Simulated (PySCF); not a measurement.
# A search over the determinants of AlP

Unrestricted PBE0; Al x2c-SVPall, P x2c-SVPall; spin-free X2C with a Gaussian nucleus (PySCF 2.14). Outer shells of the fragments: Al 3s2 3p1; P 3s2 3p3.

Followed along the bond (rough minima from three points):

```
2Ms+1  unpaired  ⟨S²⟩ at the start  R at minimum (Å)  Te (eV)
    3      π ↑↑               2.01              2.44     0.00
    3  σ ↑, π ↑               2.01              2.21     0.02
    1  σ ↓, π ↑               1.02              2.20     0.16
    1      π ↑↓               1.01              2.43     0.33
    1      none               0.00  none in the scan   ≤ 0.90
```

Solutions found at the starting distance of 2.260 Å, counted from the lowest of them; the search is not exhaustive and high or unbound solutions are not listed, so other states can lie among these:

| 2Ms+1 | unpaired | term | E (eV) | ⟨S²⟩ | ⟨Lz²⟩ | μ (D) |
| --- | --- | --- | --- | --- | --- | --- |
| 3 | σ ↑, π ↑ | ³Π | 0.00 | 2.01 | 1.01 | -2.30 |
| 3 | π ↑↑ | ³Σ⁻ | 0.10 | 2.01 | 0.00 | -0.03 |
| 1 | σ ↓, π ↑ | mixed | 0.15 | 1.02 | 1.01 | -2.44 |
| 1 | π ↑↓ | mixed | 0.43 | 1.01 | 2.01 | 0.06 |
| 1 | none | ¹Σ⁺ | 1.11 | 0.00 | 0.00 | -3.66 |
| 1 | none | mixed | 1.46 | 0.00 | 2.00 | 0.40 |
| 5 | σ ↑, π ↑↑↑ | ⁵Π | 1.95 | 6.01 | 1.00 | 0.06 |
| 3 | σ ↑, π ↑↑↓ | mixed | 2.44 | 3.01 | 3.02 | 0.00 |
| 3 | σ ↓, π ↑↑↑ | mixed | 2.61 | 3.02 | 1.00 | 0.57 |
| 1 | σ ↑, π ↑↓↓ | mixed | 2.88 | 2.02 | 3.02 | 0.65 |

A term symbol is given only where ⟨S²⟩ and ⟨Lz²⟩ are close to those of a pure state; real π, δ and φ orbitals otherwise mix terms. A positive dipole means Al(−)P(+).

Compare the gap between the two lowest followed solutions at the starting distance with the gap between their minima.

At PBE0 the second solution (triplet, unpaired electrons σ ↑, π ↑) lies -0.10 eV from the first (triplet, unpaired electrons π ↑↑) at 2.260 Å and +0.02 eV at the minima; the two curves relax by different amounts, since their minima lie near 2.21 and 2.44 Å. A gap this small is a tie at this level.
